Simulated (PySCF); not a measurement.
Species: 1,3-dithiolane-2-thione, C₃H₄S₃.
Cartesian coordinates in Å at the PBE0-D3(BJ)/def2-SVP level; atoms count from 1:
```xyz
10
C3H4S3 angstrom
S      3.1881    0.4104   -1.0643
C      1.6555    0.2094   -0.5522
S      0.8522   -1.3521   -0.5114
C     -0.5887   -0.8199    0.4598
C     -0.9128    0.6032    0.0538
S      0.6486    1.5321    0.0149
H     -0.3375   -0.8853    1.5299
H     -1.4218   -1.5061    0.2456
H     -1.5863    1.0906    0.7744
H     -1.3727    0.6409   -0.9460
```

Hirshfeld charges (e) from the PBE0/pcSseg-1 density (PySCF), one withheld:

| atom | bonded to | charge |
| --- | --- | --- |
| S1 | C2 | ? |
| C2 | S1 S3 S6 | -0.0256 |
| S3 | C2 C4 | +0.0661 |
| C4 | S3 C5 H7 H8 | -0.0706 |
| C5 | C4 S6 H9 H10 | -0.0707 |
| S6 | C5 C2 | +0.0663 |
| H7 | C4 | +0.0462 |
| H8 | C4 | +0.0584 |
| H9 | C5 | +0.0584 |
| H10 | C5 | +0.0462 |

(1) What is the charge on S1?

(2) Add each hydrogen's charge to the atom that carries it.

(3) Across which bond do the charges differ most?

(4) Take the bonds between elements whose Pauling electronegativities differ by more than 0.25. In how many does the more electronegative atom carry the lower charge?

(5) How much positive and how much negative charge does this set hold in all?

Results:

(1) The charges add up to the total charge, 0. The others sum to +0.1747, which leaves -0.1747 e for S1 (thiocarbonyl sulfur); the computed value is -0.1748, the difference coming from rounding and the integration grid.

(2) C4 +0.0340, C5 +0.0339. Atoms without hydrogen keep their charges.

(3) C2–S1: -0.0256 on C2 against -0.1748 on S1, a difference of 0.1492 e. The lower charge is on the more electronegative element of the two (Pauling values: S 2.58, C 2.55).

(4) In 4 of 4.

(5) +0.3416 e on 6 atoms and -0.3417 e on 4.

The Hirshfeld scheme divides the density at each point in proportion to the densities of the neutral, spherically averaged free atoms. Isolated species at its PBE0-D3(BJ)/def2-SVP geometry (one conformer only).
